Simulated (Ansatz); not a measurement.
# NH₃− (doublet): the correlation ladder at a displaced geometry (v1), aug-cc-pVDZ

How much of the correlation energy of NH₃− (doublet) does each wave-function method recover here?

The runs use Ansatz 0.2.0, Gaussian basis; aug-cc-pVDZ, core rule «outside noble gas», up to 1 orbitals frozen.

Plan: UHF; CCSD(T) on ROHF; CCSD(T) on UHF; BCCD(T) on ROHF; CISD as a restricted active space (open shells left free, so some higher excitations enter); CCSDT(Q) on ROHF; CCSDT(Q) on UHF.

26 further runs of the same task are left out: 7 for a known fault of the program, 9 that didn't finish, 10 set aside as unsound or not needed. Runs told in other sessions of the task aren't counted.

## 1. The geometry

The geometry is a PBE0/def2-TZVPD stationary point (not a proven minimum) with its atoms shifted at random (size 0.040 Å).

4 atoms, charge -1, spin multiplicity 2.

Atoms are counted from 1 here; the program's logs count them from 0.

Bond lengths: N1–H2 1.018 Å, N1–H3 1.016 Å, N1–H4 1.058 Å. Angles: H2–N1–H3 105.5°, H2–N1–H4 107.9°, H3–N1–H4 109.5°.

## 2. UHF

The input, in.yaml:

```yaml
crystal:
  periodic: [false, false, false]
  atoms:
    - {symbol: N, position_ang: [0.002539, 0.002146, -0.066153]}
    - {symbol: H, position_ang: [0.930848, -0.019141, 0.351398]}
    - {symbol: H, position_ang: [-0.440643, 0.840205, 0.298240]}
    - {symbol: H, position_ang: [-0.525494, -0.850888, 0.269651]}
basis:
  gaussian: {orbitals: aug-cc-pVDZ}
total_charge: -1
magnetization: {spin_polarized: true, initial_magnetization: 1}
hamiltonian: {xc: hf}
output: {orbitals: {seedname: orbitals}}
```

Run with:

```bash
$ ansatz run in.yaml --threads 1 --pin off --events-out ev --progress --plain --max-ram 2393MiB
```

After this run come: CCSD(T) on ROHF; CCSD(T) on UHF; BCCD(T) on ROHF; CISD as a restricted active space (open shells left free, so some higher excitations enter); CCSDT(Q) on ROHF; CCSDT(Q) on UHF.

Q: Predict the results of all the runs planned. Wanted: UCCSDT(Q) from the RHF energy; RMP2 from UCCSDT(Q); UMP2 from UCCSDT(Q); RCCSD from UCCSDT(Q); RCCSD(T) from UCCSDT(Q); UCCSD(T) from UCCSDT(Q); RCCSDT(Q) from UCCSDT(Q); T1 diagnostic.

**Answer**, as computed:

```
                         quantity                                                   value
    UCCSDT(Q) from the ROHF energy                                              -6.2708 eV
              RMP2 from UCCSDT(Q)                                              +621.3 meV
              UMP2 from UCCSDT(Q)                                              +619.5 meV
             RCCSD from UCCSDT(Q)                                              +201.4 meV
          RCCSD(T) from UCCSDT(Q)                                               +23.3 meV
          UCCSD(T) from UCCSDT(Q)                                               +23.2 meV
         RCCSDT(Q) from UCCSDT(Q)                                                +0.4 meV
levels within 1 kcal/mol (43 meV)  RCCSD(T), UCCSD(T), BCCD(T), RCCSDT, UCCSDT, RCCSDT(Q)
                    T1 diagnostic                                                   0.019
```

**Reading.** RCCSD(T) misses by +23.3 meV, 0.4 % of the correlation energy. These misses are within one basis, not against nature; the frozen cores of restricted and unrestricted runs differ, which can shift their rows. The highest orbital lies above zero: the basis alone holds the extra electron.

With open shells the CI space here admits some higher excitations, so it is larger than plain CISD.
